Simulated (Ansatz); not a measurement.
# BH4S: the cost of one run

Computed with Ansatz 0.2.0. Level: UKS PBE0-D4/def2-SVP.

### 1 Reference run: BH4S radical, relaxed

File input.yaml:

```yaml
crystal:
  periodic: [false, false, false]
  atoms:
    - { symbol: H, position_ang: [-0.707177, -0.443099, 0.815839] }
    - { symbol: B, position_ang: [-0.055823, 0.670897, 0.033556] }
    - { symbol: S, position_ang: [-0.195475, -1.022966, -0.814381] }
    - { symbol: H, position_ang: [1.013394, 0.98444, 0.510826] }
    - { symbol: H, position_ang: [-0.925626, 1.429246, -0.33688] }
    - { symbol: H, position_ang: [0.870706, -1.618419, -0.209059] }
magnetization:
  spin_polarized: true
  initial_magnetization: 1
basis:
  gaussian: { orbitals: def2-SVP }
hamiltonian:
  xc: pbe0
  dispersion: d4
output:
  forces: true
relax:
  f_tol: 0.02
  max_steps: 120
  constraints: [{ distance: [0, 2] }, { distance: [0, 1] }]
  escape_saddle: false
```

Launch:

```console
$ ansatz run input.yaml --threads 1 --pin off --max-ram 2560MiB --backend cpu --events-out ev --progress --plain --runs-dir out
```

Q: Estimate wall time and peak memory on 1 thread of Intel Xeon 6975P-C (Granite Rapids), shared host.

About 4.5 s, with a peak of 0.14 GiB.
